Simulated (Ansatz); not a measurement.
# C₅H₈O: one species, many methods

Aim: compute C₅H₈O with functionals from several rungs and with coupled cluster, and see how far each lands from CCSD(T) at the basis-set limit for the atomisation energy.

The runs use Ansatz 0.2.0, Gaussian basis; functionals in def2-TZVPP, the program's frozen cores in correlated methods.

The runs, in order: LDA (SPW92), PBE-D4, revPBE-D4, BLYP-D4, r2SCAN-D4, B97M-V, PBE0-D4, B3LYP-D4, r2SCANh-D4, r2SCAN0-D4, HSE06-D4, BHLYP-D4, CAM-B3LYP-D4, LC-ωPBE, ωB97X-V, ωB97M-V, B2PLYP, PBE-QIDH; CCSD(T)/def2-SVP; CCSD(T)/def2-TZVPP; MP2/def2-QZVPP; extrapolation to the limit; RPA on PBE.

## Step 1: The relaxed structure

The geometry comes from an earlier relaxation with PBE0-D4 in a triple-zeta def2 set; it is a stationary point, not always the lowest conformer.

SMILES `C=C(C=O)CC`, 14 atoms, charge 0, spin multiplicity 1.

Atoms are counted from 1 here; the program's logs count them from 0.

Bond lengths: C1–C2 1.333 Å, C1–H7 1.084 Å, C1–H8 1.086 Å, C2–C3 1.476 Å, C2–C5 1.495 Å, C3–O4 1.204 Å, C3–H9 1.111 Å, C5–C6 1.526 Å, C5–H10 1.094 Å, C5–H11 1.093 Å, C6–H12 1.093 Å, C6–H13 1.091 Å, C6–H14 1.092 Å. Angles: C2–C1–H7 122.2°, C2–C1–H8 120.7°, H7–C1–H8 117.1°, C1–C2–C3 116.9°, C1–C2–C5 125.0°, C3–C2–C5 118.1°, C2–C3–O4 124.5°, C2–C3–H9 114.5°, O4–C3–H9 121.0°, C2–C5–C6 112.4°, C2–C5–H10 108.4°, C2–C5–H11 109.2°, C6–C5–H10 108.9°, C6–C5–H11 110.1°, H10–C5–H11 107.6°, C5–C6–H12 110.9°, C5–C6–H13 110.8°, C5–C6–H14 110.5° and more.

## Step 2: LDA

This LDA is Slater exchange with PW92 correlation.

File in.yaml:

```yaml
crystal:
  periodic: [false, false, false]
  atoms:
    - {symbol: C, position_ang: [0.032322, 0.495197, 1.821924]}
    - {symbol: C, position_ang: [0.247853, -0.141318, 0.670482]}
    - {symbol: C, position_ang: [1.637519, -0.547391, 0.381395]}
    - {symbol: O, position_ang: [1.978430, -1.164048, -0.595497]}
    - {symbol: C, position_ang: [-0.805057, -0.468077, -0.339155]}
    - {symbol: C, position_ang: [-0.737773, 0.439742, -1.563952]}
    - {symbol: H, position_ang: [-0.957287, 0.816178, 2.127702]}
    - {symbol: H, position_ang: [0.853592, 0.710812, 2.498589]}
    - {symbol: H, position_ang: [2.376526, -0.246501, 1.155008]}
    - {symbol: H, position_ang: [-0.668427, -1.505612, -0.658067]}
    - {symbol: H, position_ang: [-1.789349, -0.394102, 0.130195]}
    - {symbol: H, position_ang: [-0.890813, 1.484766, -1.284451]}
    - {symbol: H, position_ang: [0.231397, 0.354643, -2.057362]}
    - {symbol: H, position_ang: [-1.508933, 0.165711, -2.286811]}
basis:
  gaussian: {orbitals: def2-TZVPP}
hamiltonian: {xc: lda}
output: {orbitals: {seedname: orbitals}}
```

Run with:

```sh
ansatz run in.yaml --threads 4 --pin off --events-out ev --progress --plain --max-ram 10444MiB
```

The runs that follow: PBE-D4 (GGA); revPBE-D4 (GGA); BLYP-D4 (GGA); r2SCAN-D4 (meta-GGA); B97M-V (meta-GGA); PBE0-D4 (hybrid); B3LYP-D4 (hybrid); r2SCANh-D4 (hybrid); r2SCAN0-D4 (hybrid); HSE06-D4 (hybrid); BHLYP-D4 (hybrid); CAM-B3LYP-D4 (range-separated); LC-ωPBE (range-separated); ωB97X-V (range-separated); ωB97M-V (range-separated); B2PLYP (double hybrid); PBE-QIDH (double hybrid); CCSD(T) in def2-SVP; CCSD(T) in def2-TZVPP; MP2 in def2-QZVPP; RPA on PBE orbitals.

Before running them: what should the planned runs give, taken together? Wanted: atomisation energy, CCSD(T)/CBS; farthest beyond LDA; mean size of error, GGA; mean size of error, meta-GGA; mean size of error, hybrid; mean size of error, range-separated; mean size of error, double hybrid; gap, smallest and largest; T1 diagnostic.

As calculated:

```
                               quantity                                                                       value
        atomisation energy, CCSD(T)/CBS                                                             1417.8 kcal/mol
functionals within 7.1 kcal/mol (0.5 %)  BLYP-D4, B97M-V, B3LYP-D4, r2SCANh-D4, LC-ωPBE, ωB97X-V, ωB97M-V, PBE-QIDH
                    farthest beyond LDA                                                     PBE-D4 (+42.8 kcal/mol)
                mean size of error, GGA                                                               18.7 kcal/mol
           mean size of error, meta-GGA                                                                6.4 kcal/mol
             mean size of error, hybrid                                                               15.0 kcal/mol
    mean size of error, range-separated                                                                4.0 kcal/mol
      mean size of error, double hybrid                                                                5.0 kcal/mol
              gap, smallest and largest                                   3.02 eV (LDA (SPW92)), 10.88 eV (LC-ωPBE)
                          T1 diagnostic                                                                      0.0130
triples share of the correlation energy                                                                       4.3 %
```

In words: The LDA atomisation energy is off by 212.0 kcal/mol (15 %): it overbinds. PBE-D4 misses by +42.8 kcal/mol. Double hybrids carry the basis error of their MP2 part in triple zeta, and no dispersion term here, so their miss is partly the set-up's. The rungs range-separated, double hybrid, meta-GGA miss on average by less than the doubt on the reference (7.1 kcal/mol), so they tie. Misses under about 7.1 kcal/mol are within the doubt on the reference itself, which lacks core-valence correlation, relativity and higher excitations. Hartree-Fock recovers 74 % of the binding; the rest is correlation. CCSD(T) in def2-SVP is off by -51.4 kcal/mol, worse than the median functional, from the basis alone. Orbital gaps span 3.0 to 10.9 eV; exact exchange widens them. The restricted reference is unstable towards a spin-broken one.
